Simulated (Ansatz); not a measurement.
The input, for Ansatz 0.2.0:

```yaml
crystal:
  periodic: [false, false, false]
  atoms:
    - {symbol: C, position_ang: [0.000000, 0.000000, 1.130093]}
    - {symbol: Mg, position_ang: [0.000000, 0.000000, -0.876872]}
    - {symbol: H, position_ang: [0.000000, 0.000000, 2.320093]}
    - {symbol: H, position_ang: [0.000000, 0.000000, -2.573314]}
basis:
  gaussian: {orbitals: 6-31G}
magnetization: {spin_polarized: true, initial_magnetization: 2}
correlation: {method: ccsd_t, electrons: outside_noble_gas}
scf: {lower_state_search: off}
```

```sh
$ ansatz run in.yaml --threads 1 --pin off --events-out ev --progress --plain --max-ram 2393MiB
```

The program prints:

```
these checks for a lower state are left out or cut short: stability, starts, cluster_reference, orbital_swaps, neighbouring_geometries, increment
323 factors; integrals over basis functions are off by at most 2.7e-4 eV
mean field evaluation 1: about -6489.0628 eV, gradient 8.4e0 eV
mean field evaluation 2: about -6489.0778 eV, gradient 8.4e0 eV
mean field evaluation 4: about -6489.8407 eV, gradient 1.1e0 eV
mean field evaluation 8: about -6489.8617 eV, gradient 1.7e-3 eV
mean field -6489.86166179 eV, -238.4980170846 hartree, gradient 3.2e-6 eV, S^2 2.029329; 0 other end points of the search recorded, 0 dependent functions left out
6 core orbitals not correlated: weight in the atoms' cores, before any rotation towards them, 1.000 or more for the frozen orbitals, at most 0.000 for the correlated occupied ones
reference -6489.86166179 eV, -238.4980170846 hartree; 5, 3 occupied and 15, 17 virtual orbitals, 323 factors
second order -1.87505123 eV of doubles, -0.00000000 eV of singles
cycle   1  -2.23928074 eV  change   -3.6e-1 eV  update   5.8e-2
cycle   2  -2.44605381 eV  change   -2.1e-1 eV  update   2.8e-2
cycle   3  -2.47042179 eV  change   -2.4e-2 eV  update   9.5e-3
cycle   4  -2.46949733 eV  change    9.2e-4 eV  update   3.5e-3
cycle   5  -2.47139928 eV  change   -1.9e-3 eV  update   1.5e-3
cycle   6  -2.47208197 eV  change   -6.8e-4 eV  update   6.4e-4
cycle   7  -2.47223154 eV  change   -1.5e-4 eV  update   2.9e-4
cycle   8  -2.47236097 eV  change   -1.3e-4 eV  update   1.4e-4
cycle   9  -2.47232792 eV  change    3.3e-5 eV  update   5.8e-5
cycle  10  -2.47231379 eV  change    1.4e-5 eV  update   2.9e-5
cycle  11  -2.47231461 eV  change   -8.3e-7 eV  update   1.3e-5
cycle  12  -2.47231551 eV  change   -9.0e-7 eV  update   5.1e-6
perturbative correction -0.03747237 eV, -0.0013770843 hartree
Total energy: -6492.37144967 eV, -238.5902500881 hartree
Checks for a lower state left out: stability, starts, cluster_reference, orbital_swaps, neighbouring_geometries, increment
```

Ran on 1 thread of Arm Neoverse V1, shared host: 0.36 s wall, 0.14 GiB peak host memory.
